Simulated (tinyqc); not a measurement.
Starting guesses with plain Roothaan steps: SCF starting guesses in the sto-3g basis, for H2O, spin multiplicity 1. Computed by the program tinyqc with PySCF. Command: `OMP_NUM_THREADS=1 python tinyqc.py 111213 111214 out.jsonl`; one thread of a shared host (Intel(R) Xeon(R) Processor @ 2.60GHz), about 0.5 s.

Geometry (angstrom):
```
atom,x,y,z
O,0.0000,0.0000,0.0000
H,0.0000,0.8320,0.5810
H,0.0000,-0.8320,0.5810
```

lowest restricted solution found by these runs and by PySCF = -74.959597 hartree

RHF with one setting changed at a time; a run stops when the energy changes by less than 1e-09 hartree and the error matrix is below 1e-5. Starts: the lowest orbitals of the core Hamiltonian, of the Wolfsberg-Helmholz matrix (K = 1.75), projected atomic densities, random orbitals, and the highest orbitals of the core Hamiltonian (a deliberately bad start).

Largest element of the error matrix X^T (FDS - SDF) X:
```
iteration,core,Wolfsberg-Helmholz,atomic densities,random,highest core orbitals
1,6.5e-01,4.4e-01,1.2e+00,1.3e+01,3.7e-01
2,1.3e-01,1.1e-01,1.9e-01,6.6e-01,6.9e-01
3,2.8e-02,3.8e-02,2.3e-02,7.9e-02,9.3e-02
4,1.0e-02,1.4e-02,3.2e-03,1.6e-02,1.5e-02
5,4.0e-03,5.3e-03,1.1e-03,8.3e-03,4.5e-03
6,1.7e-03,2.2e-03,2.6e-04,4.2e-03,1.9e-03
8,3.3e-04,4.0e-04,3.0e-05,1.1e-03,3.7e-04
10,6.8e-05,8.0e-05,4.6e-06,2.8e-04,7.5e-05
14,-,-,-,1.9e-05,-
```

How each run ends:
```
run,iterations,E (hartree),state
core,13,-74.95960,lowest found
Wolfsberg-Helmholz,13,-74.95960,lowest found
atomic densities,10,-74.95960,lowest found
random,15,-74.95960,lowest found
highest core orbitals,13,-74.95960,lowest found
```

5 of 5 runs reach the lowest restricted solution found, in 10 to 15 iterations (fastest: atomic densities). The first errors are 7e-01, 4e-01, 1e+00, 1e+01, 4e-01; the deliberately bad start has the smallest one, so a small first error does not mark a good start.
